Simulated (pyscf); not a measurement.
A first-order saddle from PySCF, ωB97X-D3(BJ)/def2-SVP:

```xyz
12

Si     0.5514     0.2480    -0.3877
N      0.2689     1.6257     0.5948
N     -0.7174    -0.2043     0.9350
Si    -2.4629    -0.2344     0.7381
H      1.6818    -0.6589    -0.0667
H      1.4032     1.5637    -0.9655
H     -0.2094    -0.1043    -1.6213
H     -0.4919     2.1916     0.1834
H     -0.3405    -0.5471     1.8197
H     -2.9932    -1.6089     0.4987
H     -2.7568     0.6186    -0.4488
H     -3.1373     0.3293     1.9428
```
Charge 0, spin multiplicity 1.

Surface: singlet, charge 0. Lowest wavenumbers (cm⁻¹): 1039i, 126, 132, 171, 410.

Which two sides does it connect, and which bonds change?

H₃Si–NH–NH–SiH₃ <-> H₂N–SiH₂–NH–SiH₃, a concerted two-bond exchange read from left to right: H–Si, N–N broken and N–Si, H–N formed. At ωB97M-D3(BJ)/def2-TZVP it lies +263.1 kJ/mol from the left side and +515.7 kJ/mol from the right (each side as separated species at their lowest minima found). From the product side, H₂N–SiH₂–NH–SiH₂• + H• lies, by one bond made or cut, 112.9 kJ/mol under this saddle at ωB97M-D3(BJ). This is the saddle that the search found; another between the same sides may lie lower. A restricted solution here is unstable towards spin polarisation, so biradical character is likely and single-reference numbers are less safe.
